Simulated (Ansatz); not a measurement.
Cs (bcc, W type): values from a third-order Birch-Murnaghan fit to a volume scan beside measured ones. Computed values: r2SCAN (plane waves to 500 eV, PAW, scalar-relativistic; Ansatz, a program for electronic structure). Cs was relaxed with its symmetry unable to fall.

```csv
quantity,reference,kind
Lattice constant a (Å),6.039,"measured, corrected to the static lattice"
Bulk modulus B₀ (GPa),2.11,"measured, corrected to the static lattice"
```

References as given in: Gábor I. Csonka, John P. Perdew, Adrienn Ruzsinszky et al., Physical Review B (2009), arXiv:0903.4037; H. Levämäki, M. P. J. Punkkinen, K. Kokko et al., Physical Review B (2014), arXiv:1402.3671.

Problem. What does r2SCAN give, and how far is that from the reference?

Solution. 
| quantity | r2SCAN | difference |
|---|---|---|
| Lattice constant a (Å) | 6.267 | +3.8 % |
| Bulk modulus B₀ (GPa) | 1.8 | -12.7 % |

r2SCAN overestimates the lattice constant a by 3.8 %. r2SCAN underestimates the bulk modulus B₀ by 12.7 %. So large a difference may also come from another phase or state, or from a fault of the measured row.

(A scan under strain: stresses follow from slopes of the energy per volume, elastic moduli from its curvatures.)
